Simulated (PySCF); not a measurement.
Ground-state electric properties of a mixed set of molecules.

All values: CAM-B3LYP/def2-SVPD (PySCF) at PBE0-D3(BJ)/def2-SVP geometries, gas phase, one conformer each. Core orbitals are frozen in the response; Δα² is half the sum of the squared differences of the principal polarisabilities. Dipoles and anisotropies that the point group forbids are given as zero.

**Question.** Rank by mean static polarisability, lowest first.
A. `c1cnccn1`
B. `N1[SiH](B(Cl)Cl)NCC1`
C. `[SiH3]O[C@@H]1C[C@]2(Cl)C[C@H]1C2`
D. `C=C[C@@H]1C[Si@H](Cl)CCO1`

**Answer.** A (8.43 Å³), B (15.37 Å³), C (16.10 Å³), D (16.77 Å³).

**Question.** Rank by HOMO energy, highest first.
A. `[SiH3]O[C@@H]1C[C@]2(Cl)C[C@H]1C2`
B. `c1cnccn1`
C. `C=C[C@@H]1C[Si@H](Cl)CCO1`
D. `B(Cl)(Cl)[SiH]1NCCN1`

**Answer.** D (-8.04 eV), B (-8.78 eV), C (-8.99 eV), A (-9.47 eV).

**Question.** Rank by HOMO–LUMO gap, lowest first.
A. `B(Cl)([SiH]1NCCN1)Cl`
B. `O([C@H]1[C@H]2C[C@@](C1)(C2)Cl)[SiH3]`
C. `c1cnccn1`
D. `C=C[C@@H]1C[Si@H](Cl)CCO1`

**Answer.** A (7.03 eV), C (8.29 eV), D (9.96 eV), B (10.47 eV).

All values together:

```tsv
SMILES	formula	μ (D)	HOMO (eV)	LUMO (eV)	α (Å³)	Δα (Å³)	electrons	α per electron (Å³)	ΔSCF removal energy (eV)
C=C[C@@H]1C[Si@H](Cl)CCO1	C6H11ClOSi	1.66	-8.99	0.97	16.77	5.82	86	0.195	9.62
[SiH3]O[C@@H]1C[C@]2(Cl)C[C@H]1C2	C6H11ClOSi	2.45	-9.47	1.00	16.10	4.92	86	0.187	10.16
ClB(Cl)[SiH]1NCCN1	C2H7BCl2N2Si	1.51	-8.04	-1.01	15.37	5.08	86	0.179	8.68
c1cnccn1	C4H4N2	0.00	-8.78	-0.49	8.43	5.05	42	0.201	9.79
```

Conformers: `[CH2:1]=[CH:2][C@@H:3]1[CH2:4][Si@H:5]([Cl:6])[CH2:7][CH2:8][O:9]1` with C1–C2–C3–C4 -107°, C2–C3–C4–Si5 -175°, C3–C4–Si5–Cl6 160°, C4–Si5–C7–C8 -39°, Si5–C7–C8–O9 55°; `[SiH3:1][O:2][C@@H:3]1[CH2:4][C@:5]2([Cl:6])[CH2:7][C@H:8]1[CH2:9]2` with Si1–O2–C3–C4 -177°; `[Cl:1][B:2]([Cl:3])[SiH:4]1[NH:5][CH2:6][CH2:7][NH:8]1` with Cl1–B2–Si4–N5 -120°, B2–Si4–N5–C6 -98°, Si4–N5–C6–C7 -35°, N5–C6–C7–N8 40°, C6–C7–N8–Si4 -29°.
